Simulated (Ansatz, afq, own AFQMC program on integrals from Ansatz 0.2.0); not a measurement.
SiC, triplet in 6-31G, levels against full CI

```json
{"atom": "Si", "x (Å)": "0.0000", "y (Å)": "0.0000", "z (Å)": "0.0000"}
{"atom": "C", "x (Å)": "0.0000", "y (Å)": "0.0000", "z (Å)": "1.5020"}
```

Basis 6-31G. Only valence electrons are correlated. AFQMC by an in-house program on the Cholesky factors that Ansatz 0.2.0 writes for its CCSD(T) run. ph-AFQMC/CISD is guided by a CISD state made of CCSD amplitudes; releasing the constraint for a short imaginary time cuts its bias at the price of noise, slowly where states lie close. Free AFQMC starts from the CCSD state and is never constrained. Its projection time is finite, and what remains of the start isn't in its error. Uncertainties: one standard error, sampling alone.

Determinant: ROHF, the one that the program's search chose, which needn't be the lowest solution. The geometry is a point of a scan.

Full CI on the same integrals is exact in this basis and with this determinant's frozen core.

Cautions: lower spins were not checked; a spin-contaminated unrestricted determinant lies lower (UHF 311 meV lower, ⟨S²⟩ 2.27); strong correlation (T1 0.053, weight of the determinant 0.86, largest double 0.12); the released energies are still falling, so no released level is given (meV from the phaseless value at times in 1/Eh: -7 ± 4 at 0.24, -10 ± 3 at 0.51, -16.6 ± 2.3 at 0.99, -23 ± 3 at 1.62, -27 ± 4 at 2.40), though the last usable value meets full CI within the noise; the ph-AFQMC/CISD walk drifts between its halves (2.3 errors).

The T1 diagnostic is 0.0528, the weight of the determinant in the CISD state is 0.860 and the size of the correlated space is 8 electrons in 16 orbitals.

Reference: full CI, correlation energy -3.427 eV.

```json
{"level": "HF", "E − E(reference) (kJ/mol)": "330.6", "share of correlation (%)": "0.00"}
{"level": "MP2", "E − E(reference) (kJ/mol)": "79.2", "share of correlation (%)": "76.05"}
{"level": "CCSD", "E − E(reference) (kJ/mol)": "14.7", "share of correlation (%)": "95.56"}
{"level": "CCSD(T)", "E − E(reference) (kJ/mol)": "4.2", "share of correlation (%)": "98.73"}
{"level": "CCSDT", "E − E(reference) (kJ/mol)": "1.8", "share of correlation (%)": "99.45"}
{"level": "CCSDT(Q)", "E − E(reference) (kJ/mol)": "0.3", "share of correlation (%)": "99.90"}
{"level": "CCSDTQ", "E − E(reference) (kJ/mol)": "0.2", "share of correlation (%)": "99.95"}
{"level": "ph-AFQMC/HF", "E − E(reference) (kJ/mol)": "14.9 ± 2.1", "share of correlation (%)": "95.50"}
{"level": "ph-AFQMC/CISD", "E − E(reference) (kJ/mol)": "2.6 ± 0.3", "share of correlation (%)": "99.21"}
{"level": "free AFQMC", "E − E(reference) (kJ/mol)": "0.5 ± 0.2", "share of correlation (%)": "99.86"}
```

CCSDT and higher add their correlation energy to the determinant of the CCSD(T) run, since their own runs factorise the integrals more tightly (a shift of under 2 meV). Free projections are given only where their last times agree within the noise and don't stop above the reference; a slow remainder of the start can still hide under it. A walk keeps the symmetry of its determinant, which the program's search chose and which needn't be the lowest solution, so a lower state of the same spin and another symmetry isn't excluded.
